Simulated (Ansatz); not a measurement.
# FH5NSi− (SMILES [F-].[SiH3]N): Born-Oppenheimer dynamics

The task is to watch the atoms for 60 steps of 0.75 fs, started with velocities for 1000 K and run with a Nosé-Hoover thermostat.

The runs use Ansatz 0.2.0, Gaussian basis; CAM-B3LYP-D4/def2-SVP.

**1. The starting structure**

The start, a pair relaxed at PBE0-D4: SMILES `[F-].[SiH3]N`, 8 atoms, charge -1, spin multiplicity 1.

Atoms are counted from 1 here; the program's logs count them from 0.

Bond lengths: F1–Si2 1.745 Å, Si2–N3 1.765 Å, Si2–H4 1.522 Å, Si2–H5 1.518 Å, Si2–H6 1.589 Å, N3–H7 1.008 Å, N3–H8 1.006 Å. Angles: F1–Si2–N3 88.3°, F1–Si2–H4 89.7°, F1–Si2–H5 89.7°, F1–Si2–H6 177.1°, N3–Si2–H4 124.2°, N3–Si2–H5 122.0°, N3–Si2–H6 88.8°, H4–Si2–H5 113.7°, H4–Si2–H6 91.8°, H5–Si2–H6 91.9°, Si2–N3–H7 119.0°, Si2–N3–H8 118.3°, H7–N3–H8 113.1°.

Coordinates:

```xyz
8
FH5NSi
F    -0.2845   -0.6333   -1.6595
Si   -0.4091   -0.4193    0.0681
N     0.9457    0.7079   -0.0255
H    -1.8689   -0.0186   -0.0940
H    -0.2036   -1.9110    0.2608
H    -0.4633   -0.1711    1.6369
H     1.1995    1.0935   -0.9212
H     1.0842    1.3518    0.7344
```

**2. Dynamics**

The input, md/in.yaml:

```yaml
crystal:
  periodic: [false, false, false]
  atoms:
    - {symbol: F, position_ang: [-0.284484, -0.633334, -1.659481]}
    - {symbol: Si, position_ang: [-0.409140, -0.419251, 0.068071]}
    - {symbol: N, position_ang: [0.945682, 0.707936, -0.025460]}
    - {symbol: H, position_ang: [-1.868907, -0.018596, -0.094040]}
    - {symbol: H, position_ang: [-0.203556, -1.911002, 0.260825]}
    - {symbol: H, position_ang: [-0.463320, -0.171061, 1.636878]}
    - {symbol: H, position_ang: [1.199546, 1.093512, -0.921187]}
    - {symbol: H, position_ang: [1.084180, 1.351797, 0.734396]}
basis:
  gaussian: {orbitals: def2-SVP}
total_charge: -1
hamiltonian: {xc: {name: CAM-B3LYP}, dispersion: d4}
md: {n_steps: 60, timestep: 0.75, temperature: 1000, ensemble: nvt_nose_hoover, seed: 230, initial_velocities: maxwell_boltzmann}
```

On the command line:

```
$ ansatz run in.yaml --threads 2 --pin off --events-out ev --progress --plain --max-ram 5222MiB
```

Q: Predict the outcome of this session. Wanted: temperature at the start; mean temperature, second half; lowest and highest potential energy, from the first frame; largest change of potential + kinetic.

As calculated:

```
                                                 quantity              value
                                                   length  60 steps, 45.0 fs
                                 temperature at the start             1000 K
                            mean temperature, second half              510 K
lowest and highest potential energy, from the first frame      0 and 604 meV
                    largest change of potential + kinetic           44.0 meV
```

The thermostat trades energy with the molecule, so the sum of potential and kinetic energy isn't conserved: it changes by +44 meV over the run. The mean temperature of the second half is still well below the 1000 K set. The instant temperature ranges from 232 to 1000 K, as energy passes between motion and strain. The molecule keeps its bonds.
